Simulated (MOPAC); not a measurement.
MOPAC input (PM6):

```
PM6 FORCE THERMO(298,298) PRECISE LET CHARGE=-1 GEO-OK AUX(PRECISION=9) THREADS=1
C5H4N

N     0.01247770 1    0.05964037 1    1.45143185 1
C    -0.01067115 1    0.05860398 1   -1.35643962 1
C     0.01712511 1    1.22687751 1    0.78912276 1
C    -0.00354515 1   -1.11421684 1    0.74035909 1
C    -0.01553031 1   -1.16986214 1   -0.65550194 1
C     0.00545634 1    1.24139068 1   -0.64205139 1
H    -0.01970278 1    0.04724075 1   -2.44043118 1
H    -0.00665041 1   -2.03197537 1    1.32770799 1
H    -0.02799646 1   -2.10574191 1   -1.18499939 1
H     0.00966226 1    2.19974083 1   -1.13848526 1
```

From the last part of the output:

```
     H   10   0.033805   0.020212   0.010059   4.397188

          HEAT OF FORMATION =      49.674179 KCALS/MOLE

          ZERO POINT ENERGY      44.201 KCAL/MOL

           NORMAL COORDINATE ANALYSIS (Total motion = 1 Angstrom)

   Root No.       1         2         3         4         5         6         7         8

                 1 A"      2 A"      1 A'      2 A'      3 A"      4 A"      5 A"      3 A'

                 297.4     344.6     593.1     606.2     646.4     763.6     878.6     927.6

           1   -0.0000   -0.0000    0.1138    0.0713   -0.0000    0.0000   -0.0000    0.0971
           2   -0.0000   -0.0000    0.0173   -0.0372   -0.0000    0.0000   -0.0000   -0.0284
           3   -0.0441   -0.0938   -0.0000    0.0000   -0.0737    0.0078   -0.0110    0.0000
           4   -0.0000   -0.0000   -0.1217   -0.0843    0.0000   -0.0000   -0.0000    0.1009
           5   -0.0000   -0.0000   -0.0358    0.0442    0.0000   -0.0000   -0.0000    0.0019
           6   -0.0383   -0.0956    0.0000   -0.0000    0.0442   -0.0249   -0.0256   -0.0000
           7   -0.0000    0.0000   -0.0519    0.0767    0.0000    0.0000    0.0000   -0.0718
           8   -0.0000    0.0000    0.1309   -0.0348    0.0000    0.0000    0.0000    0.1098
           9   -0.0564    0.1045   -0.0000    0.0000    0.0822    0.0108    0.0194   -0.0000
          10    0.0000   -0.0000    0.0554   -0.0614    0.0000   -0.0000    0.0000   -0.0615
          11    0.0000   -0.0000   -0.0084   -0.1095    0.0000   -0.0000    0.0000   -0.0901
          12    0.0797   -0.0112    0.0000    0.0000    0.0471   -0.0146    0.0148    0.0000
          13   -0.0000    0.0000    0.0471   -0.0680   -0.0000   -0.0000    0.0000   -0.0539
          14   -0.0000    0.0000   -0.1216    0.0162   -0.0000   -0.0000    0.0000    0.0930
          15   -0.0357    0.0945    0.0000   -0.0000   -0.0476   -0.0330    0.0518   -0.0000
          16    0.0000    0.0000   -0.0606    0.0599   -0.0000   -0.0000   -0.0000   -0.0246
          17    0.0000    0.0000    0.0189    0.1235   -0.0000   -0.0000   -0.0000   -0.0737
          18    0.0827    0.0218   -0.0000   -0.0000   -0.0443   -0.0218   -0.0546    0.0000
          19   -0.0000   -0.0000   -0.1116   -0.0784    0.0000    0.0000    0.0000    0.0902
          20   -0.0000   -0.0000    0.0392   -0.0453    0.0000    0.0000    0.0000   -0.0293
          21   -0.1125   -0.2864   -0.0000    0.0000    0.1391    0.2284    0.1388   -0.0000
          22    0.0000   -0.0000   -0.0359   -0.0844    0.0000    0.0000   -0.0000   -0.0748
          23    0.0000   -0.0000    0.0458   -0.0837    0.0000    0.0000   -0.0000   -0.0706
          24    0.2295   -0.0223   -0.0000    0.0000    0.2176    0.1476   -0.1039    0.0000
          25   -0.0000    0.0000    0.0782    0.0249   -0.0000    0.0000   -0.0000   -0.0457
          26   -0.0000    0.0000   -0.0929    0.0657   -0.0000    0.0000   -0.0000    0.0853
          27   -0.1025    0.2615    0.0000   -0.0000   -0.1278    0.3049   -0.2665   -0.0000
          28    0.0000   -0.0000    0.0557    0.0661   -0.0000    0.0000    0.0000    0.0022
          29    0.0000   -0.0000   -0.0411    0.1092   -0.0000    0.0000    0.0000   -0.0780
          30    0.2185   -0.0083    0.0000   -0.0000   -0.1762    0.2063    0.3137    0.0000

   Root No.       9        10        11        12        13        14        15        16

                 6 A"      7 A"      4 A'      5 A'      6 A'      7 A'      8 A'      9 A'

                 948.3     971.1    1046.9    1064.6    1145.0    1176.0    1224.9    1256.2

           1    0.0000    0.0000    0.0377   -0.0509   -0.0272   -0.0369    0.0274   -0.0012
           2    0.0000    0.0000   -0.0550   -0.0667    0.0370   -0.0100    0.0109    0.0543
           3    0.0195    0.0073    0.0000    0.0000   -0.0000    0.0000    0.0000   -0.0000
           4    0.0000   -0.0000   -0.0348   -0.0146   -0.0246    0.0476   -0.0109   -0.0146
           5    0.0000   -0.0000   -0.0483   -0.0272    0.0044    0.0092    0.0253    0.0077
           6    0.0309   -0.0722    0.0000    0.0000   -0.0000   -0.0000   -0.0000    0.0000
           7   -0.0000   -0.0000    0.1117   -0.0264    0.0212    0.0040   -0.0327    0.0077
           8    0.0000   -0.0000   -0.0002    0.0623   -0.0005    0.0315   -0.0516    0.0050
           9    0.0004   -0.0102    0.0000   -0.0000    0.0000   -0.0000    0.0000   -0.0000
          10   -0.0000   -0.0000   -0.0513   -0.0031   -0.0084   -0.0508    0.0436    0.0162
          11   -0.0000   -0.0000    0.0613    0.0159   -0.0346   -0.0338    0.0065   -0.0372
          12   -0.0890   -0.0298   -0.0000   -0.0000    0.0000    0.0000    0.0000    0.0000
          13    0.0000    0.0000    0.0319    0.0173    0.0087    0.0370   -0.0316   -0.0285
          14    0.0000    0.0000    0.0655    0.0206    0.0132   -0.0541    0.0186   -0.0050
          15    0.0380    0.0416   -0.0000   -0.0000   -0.0000    0.0000   -0.0000    0.0000
          16   -0.0000    0.0000   -0.0974    0.0481   -0.0093    0.0147   -0.0007    0.0088
          17   -0.0000    0.0000   -0.0198    0.0364   -0.0398    0.0334   -0.0081   -0.0229
          18   -0.0199    0.0551    0.0000   -0.0000    0.0000   -0.0000   -0.0000    0.0000
          19   -0.0000    0.0000   -0.0312   -0.0065   -0.0208    0.0509   -0.0136   -0.0151
          20   -0.0000    0.0000    0.2007   -0.1232    0.1350    0.3886    0.1254    0.1543
          21   -0.1812    0.3161   -0.0000    0.0000   -0.0000   -0.0000   -0.0000   -0.0000
          22    0.0000    0.0000    0.0908    0.2090   -0.0084   -0.1275   -0.0706    0.3645
          23    0.0000    0.0000   -0.0333   -0.1287   -0.0226    0.0145    0.0787   -0.2470
          24    0.4129    0.1175    0.0000    0.0000    0.0000   -0.0000   -0.0000    0.0000
          25   -0.0000   -0.0000   -0.1296   -0.0388    0.3467   -0.0855   -0.2080   -0.1263
          26   -0.0000   -0.0000   -0.0255   -0.0112    0.2021   -0.1170   -0.0842   -0.0655
          27   -0.1198   -0.1293    0.0000   -0.0000   -0.0000    0.0000    0.0000    0.0000
          28    0.0000   -0.0000    0.0218    0.2895    0.2081    0.0506    0.2964   -0.0837
          29    0.0000   -0.0000   -0.0749   -0.0961   -0.1448    0.0168   -0.1600    0.0283
          30    0.0883   -0.2208    0.0000    0.0000    0.0000   -0.0000    0.0000   -0.0000

   Root No.      17        18        19        20        21        22        23        24

                10 A'     11 A'     12 A'     13 A'     14 A'     15 A'     16 A'     17 A'

                1353.4    1454.6    1565.2    1593.2    2743.4    2753.6    2777.7    2787.4

           1    0.0205    0.0517   -0.0120    0.0558   -0.0007   -0.0001    0.0007   -0.0009
           2   -0.0513    0.0008   -0.0823    0.0356   -0.0065    0.0006    0.0001    0.0012
           3    0.0000    0.0000    0.0000   -0.0000    0.0000   -0.0000    0.0000   -0.0000
           4   -0.0364    0.0662   -0.0014   -0.0658    0.0031   -0.0484   -0.0122    0.0099
           5   -0.0248   -0.0083    0.2216    0.0625    0.0019    0.0014   -0.0042   -0.0041
           6    0.0000   -0.0000   -0.0000   -0.0000   -0.0000    0.0000   -0.0000    0.0000
           7   -0.0328   -0.0365    0.0847   -0.0774    0.0002    0.0015   -0.0029    0.0003
           8    0.0042   -0.0480    0.0598   -0.0621    0.0020   -0.0000   -0.0022    0.0001
           9   -0.0000    0.0000   -0.0000    0.0000   -0.0000    0.0000   -0.0000    0.0000
          10    0.0143   -0.0548   -0.0089   -0.1514   -0.0325    0.0002    0.0008   -0.0003
          11    0.0576    0.0676    0.0521    0.0316   -0.0460   -0.0038    0.0015   -0.0081
          12   -0.0000   -0.0000   -0.0000    0.0000    0.0000   -0.0000    0.0000    0.0000
          13   -0.0501   -0.0453   -0.0611    0.1524   -0.0056   -0.0016    0.0045    0.0254
          14    0.0132   -0.0653   -0.1062    0.0164    0.0019   -0.0069   -0.0057   -0.0439
          15    0.0000    0.0000    0.0000   -0.0000   -0.0000    0.0000    0.0000    0.0000
          16    0.0874   -0.0356   -0.0047    0.0816   -0.0004    0.0009   -0.0222    0.0020
          17   -0.0347    0.0555   -0.1086   -0.0658   -0.0034    0.0106   -0.0451    0.0072
          18    0.0000   -0.0000    0.0000    0.0000    0.0000    0.0000   -0.0000   -0.0000
          19   -0.0264    0.0548   -0.0118   -0.0386   -0.0356    0.6482    0.1360   -0.1071
          20    0.2954    0.0204   -0.1237   -0.0933    0.0003   -0.0054   -0.0020    0.0004
          21   -0.0000   -0.0000    0.0000    0.0000    0.0000   -0.0000   -0.0000    0.0000
          22   -0.0050    0.1929    0.0430    0.0520    0.4038    0.0258   -0.0107    0.0378
          23    0.0536   -0.0987   -0.0190   -0.0801    0.6422    0.0413   -0.0174    0.0592
          24   -0.0000    0.0000    0.0000    0.0000   -0.0000   -0.0000    0.0000   -0.0000
          25    0.1027    0.1845   -0.0052   -0.0609    0.0399   -0.0421   -0.0529   -0.3270
          26    0.1051    0.0723   -0.0342   -0.0767   -0.0731    0.0723    0.0929    0.5766
          27   -0.0000   -0.0000    0.0000    0.0000    0.0000   -0.0000   -0.0000   -0.0000
          28   -0.1473    0.1130    0.0376   -0.0063    0.0199   -0.0667    0.2988   -0.0365
          29    0.0746   -0.0235   -0.0944   -0.0363    0.0400   -0.1316    0.5887   -0.0721
          30   -0.0000   -0.0000    0.0000    0.0000   -0.0000    0.0000   -0.0000    0.0000

           MASS-WEIGHTED COORDINATE ANALYSIS (NORMAL COORDINATES)

   Root No.       1         2         3         4         5         6         7         8

                 1 A"      2 A"      1 A'      2 A'      3 A"      4 A"      5 A"      3 A'

                 297.4     344.6     593.1     606.2     646.4     763.6     878.6     927.6

           1   -0.0000   -0.0000    0.4383    0.2978   -0.0000    0.0000   -0.0000    0.3914
           2   -0.0000   -0.0000    0.0665   -0.1555   -0.0000    0.0000   -0.0000   -0.1146
           3   -0.2675   -0.4421   -0.0000    0.0000   -0.4515    0.0596   -0.0767    0.0000
           4   -0.0000   -0.0000   -0.4339   -0.3261    0.0000   -0.0000   -0.0000    0.3767
           5   -0.0000   -0.0000   -0.1276    0.1708    0.0000   -0.0000   -0.0000    0.0072
           6   -0.2150   -0.4170    0.0000   -0.0000    0.2508   -0.1754   -0.1657   -0.0000
           7   -0.0000    0.0000   -0.1849    0.2968    0.0000    0.0000    0.0000   -0.2679
           8   -0.0000    0.0000    0.4669   -0.1347    0.0000    0.0000    0.0000    0.4100
           9   -0.3166    0.4560   -0.0000    0.0000    0.4662    0.0758    0.1258   -0.0000
          10    0.0000   -0.0000    0.1976   -0.2374    0.0000   -0.0000    0.0000   -0.2297
          11    0.0000   -0.0000   -0.0300   -0.4234    0.0000   -0.0000    0.0000   -0.3363
          12    0.4472   -0.0488    0.0000    0.0000    0.2672   -0.1030    0.0960    0.0000
          13   -0.0000    0.0000    0.1679   -0.2632   -0.0000   -0.0000    0.0000   -0.2012
          14   -0.0000    0.0000   -0.4337    0.0627   -0.0000   -0.0000    0.0000    0.3470
          15   -0.2005    0.4124    0.0000   -0.0000   -0.2702   -0.2322    0.3358   -0.0000
          16    0.0000    0.0000   -0.2159    0.2316   -0.0000   -0.0000   -0.0000   -0.0918
          17    0.0000    0.0000    0.0673    0.4777   -0.0000   -0.0000   -0.0000   -0.2752
          18    0.4640    0.0952   -0.0000   -0.0000   -0.2515   -0.1538   -0.3538    0.0000
          19   -0.0000   -0.0000   -0.1153   -0.0879    0.0000    0.0000    0.0000    0.0975
          20   -0.0000   -0.0000    0.0405   -0.0507    0.0000    0.0000    0.0000   -0.0316
          21   -0.1829   -0.3620   -0.0000    0.0000    0.2287    0.4659    0.2607   -0.0000
          22    0.0000   -0.0000   -0.0371   -0.0946    0.0000    0.0000   -0.0000   -0.0809
          23    0.0000   -0.0000    0.0473   -0.0938    0.0000    0.0000   -0.0000   -0.0763
```

The dipole moment of an ion depends on the origin.
